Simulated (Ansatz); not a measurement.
Ge2⁺, quartet in cc-pVDZ: errors against full CI

Geometry: that of the Ge2, triplet, kept fixed.

```xyz
2

Ge    0.0000    0.0000    0.0000
Ge    0.0000    0.0000    2.3831
```

Basis cc-pVDZ; Ansatz 0.2.0. Correlated methods freeze the noble-gas cores and the filled d shells of p-block atoms, which leaves 7 electrons in 26 orbitals. R marks a restricted (for open shells ROHF) determinant, U an unrestricted one. Active spaces: valence = (7e, 8o) chosen from the atoms' valence shells. No spin–orbit coupling is included, and no scalar relativity.

Full CI is exact within this basis and frozen core; it isn't the basis-set limit. The frozen core follows each run's orbitals, which can shift R against U totals by a few meV for light atoms and by up to 0.1 eV past Ca.

For open shells CISD and CISDTQ are restricted-active-space CI with the open shells as a complete middle space.

```
UHF ⟨S²⟩                          : 3.762
T1 diagnostic (RCCSD)             : 0.0192
largest doubles amplitude (RCCSD) : 0.107
```

```csv
level,E − E(full CI) (kJ/mol),share of correlation (%),wall time
RHF,369.7,0.00,–
RMP2,87.8,76.24,–
CISD,33.6,90.91,2.7 s
RCCSD,22.2,93.99,–
RCCSD(T),5.5,98.50,4.9 s
BCCD(T),5.6,98.50,5 s
RCCSDT,1.5,99.60,–
CISDTQ,0.6,99.84,52 s
RCCSDT(Q),0.2,99.94,11 s
RCCSDTQ,0.0,99.99,18 s (H100)
CASSCF (valence space),205.4,44.45,–
NEVPT2 (valence space),45.0,87.82,4.8 s
NEVPT4(SD) (valence space),2.1,99.42,6 s
MRCISD (valence space),9.8,97.34,–
MRCISD+Q (valence space),-1.7,100.45,5.5 s
```

The correlation energy at full CI, counted from RHF, is -3.832 eV. That run took 32 s on 2 threads of AMD EPYC 7R13 with a shared H100 80 GB, shared host over 2,676,090 determinants.

Run but not shown, since their state or frozen core can't be matched to the reference's or they repeat it: UHF, UMP2, UCCSD, UCCSD(T), UCCSDT, UCCSDT(Q), UCCSDTQ.

Times hold each run's SCF and search for its determinant on a shared host, so for small cases they say little of a method's own cost; rows without a card ran on 1 thread of AMD EPYC 7R13.

More than 5 meV below full CI, which no variational method can be: MRCISD+Q (valence space).

The full-CI state has the irrep B1g of D2h, in the program's axes (one component, if the state is degenerate).

Natural occupations of full CI about the gap: 1.947 1.895 0.996 0.960 0.960 0.064 0.064 0.035 0.010 0.010; effectively unpaired electrons, Σ n²(2−n)², 3.08.
